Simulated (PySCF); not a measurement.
**H₃SF, a complex of two parts: interaction energy**

One table from this session's results is given with a row withheld; the runs are named, their logs left out.

Computed with PySCF 2.14.0; each step states its level. No surroundings beyond the atoms listed, unless a continuum is named. Atoms count from 0, parts from 1.

## Starting point

5 atoms, charge 0, multiplicity 1; geometry: GFN2-xTB. Parts: 1 = atoms 0–1, `F`, charge 0; 2 = atoms 2–4, `S`, charge 0.

The first run:

The job: settings as JSON, then the geometry in Å.

```
{"job": {"xc": "PBE0", "basis": "def2-TZVPD", "d3": "d3bj", "grid": 3, "kind": "geom", "shake": 0.01}, "charge": 0, "multiplicity": 1, "parts": [{"atoms": "0-1", "charge": 0, "multiplicity": 1}, {"atoms": "2-4", "charge": 0, "multiplicity": 1}]}
F     -0.039105    -0.211372     0.181097
H     -0.845610     0.005712    -0.327249
S     -2.875666     0.117743    -1.035721
H     -3.001928    -1.185765    -0.870330
H     -3.317455     0.385337     0.180541
```

Run with:

```
$ OMP_NUM_THREADS=1 python cluster_run.py task.json out
```

This one command runs all jobs of the session in turn.

Among the steps run: Geometry optimisation at PBE0-D3(BJ)/def2-TZVPD; Coupled-cluster interaction energy: CCSD(T) and MP2, 2.21 Å; Coupled-cluster interaction energy: CCSD(T) and MP2, 2.32 Å; Coupled-cluster interaction energy: CCSD(T) and MP2, 2.43 Å; Coupled-cluster interaction energy: CCSD(T) and MP2, 2.10 Å; Coupled-cluster interaction energy: CCSD(T) and MP2, 2.76 Å; Coupled-cluster interaction energy: CCSD(T) and MP2, 1.99 Å; Coupled-cluster interaction energy: CCSD(T) and MP2, 3.31 Å; Coupled-cluster interaction energy: CCSD(T) and MP2, 4.41 Å.

One of the session's tables, all rows but one given; the rest of the session is left out.

It belongs to the step «Coupled-cluster interaction energy: CCSD(T) and MP2, 4.41 Å». 

| method | interaction energy (kcal/mol) |
| --- | --- |
| HF/aug-cc-pVDZ | -0.77 |
| MP2/aug-cc-pVDZ | ? |
| CCSD/aug-cc-pVDZ | -0.75 |
| CCSD(T)/aug-cc-pVDZ | -0.76 |
| HF/aug-cc-pVQZ | -0.73 |
| MP2/aug-cc-pVQZ | -0.75 |
| SCS-MP2/aug-cc-pVQZ | -0.73 |
| MP2, extrapolated | -0.75 |
| CCSD(T), limit estimate | -0.73 |

**Question.** Estimate the row for MP2/aug-cc-pVDZ.

**Answer.** interaction energy (kcal/mol): -0.78. In the column «interaction energy (kcal/mol)» it is the lowest.
